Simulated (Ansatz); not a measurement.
Wurtzite MgTe, treated with PBEsol in Ansatz (plane waves, PAW).

Numerical settings: plane-wave cutoff 520 eV, 12×12×6 k mesh (along the axes of the cell as run), Fermi–Dirac smearing 0.01 eV, scalar-relativistic PAW data made under PBE.

Response to compression and expansion (c/a stays at 1.625):

Shape and atoms are relaxed at each volume.

| V (Å³/atom) | P (GPa) | direct gap at Γ (eV) |
|---|---|---|
| 32.046 | 1.60 | 2.571 |
| 32.714 | 0.76 | 2.478 |
| 33.382 | 0.00 | 2.388 |
| 34.049 | -0.69 | 2.302 |
| 34.717 | -1.31 | 2.219 |

A straight line through the gaps at Γ against ln V gives a volume deformation potential dE_g(Γ)/d ln V of -4.4 eV: the gap at Γ widens under compression.

Note: the bulk modulus comes from volumes at which shape and atoms were relaxed.

Spin–orbit coupling is not included; with these elements it can move the gap by several tenths of an eV or more.

Ansatz is a quantum-chemistry and plane-wave program.
